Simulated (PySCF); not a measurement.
Atom-mapped SMILES (the numbers label the heavy atoms): `[F:1][CH2:2][CH2:3][Cl:4]`; H(Xn) means a hydrogen on atom n.

[PySCF 2.14: structure optimised with PBE0-D3(BJ)/def2-TZVP; σ from GIAO-B97-2/pcSseg-2; one averaged value for each set of equivalent atoms; no relativistic terms; no solvent; one computed conformer]

δ = σ(ref) − σ, references computed at the same level: 13C and 1H vs TMS; 19F vs CFCl3; HCl for 35Cl.

```json
{"atoms": "C2", "nucleus": "13C", "count": "1", "δ (ppm)": "?"}
{"atoms": "H(C3)", "nucleus": "1H", "count": "2", "δ (ppm)": "3.57"}
{"atoms": "Cl4", "nucleus": "35Cl", "count": "1", "δ (ppm)": "39"}
{"atoms": "F1", "nucleus": "19F", "count": "1", "δ (ppm)": "?"}
{"atoms": "C3", "nucleus": "13C", "count": "1", "δ (ppm)": "45.8"}
{"atoms": "H(C2)", "nucleus": "1H", "count": "2", "δ (ppm)": "4.43"}
```

Complete the table.

Answers


- C2: 86.7 ppm, sp3 CH2 bonded to F; the inductive effect lowers its shielding
- F1: -228.9 ppm, fluorine on an sp3 carbon

Carbons that carry Cl, above all several Cl atoms, come out too deshielded, partly because spin–orbit coupling is missing. Shifts are as computed. Against solution values, carbons near 30 ppm lie about +3 ppm off and those near 130 ppm about +7 ppm; carbons on Cl a further +5 ppm. Of 1211 compounds with measured shifts, 218 miss one by over three times the rms of a fit or turn the order of signals round; such compounds aren't used in these exercises. Unscaled 19F shifts against computed CFCl3 carry errors that often reach 10 to 50 ppm.
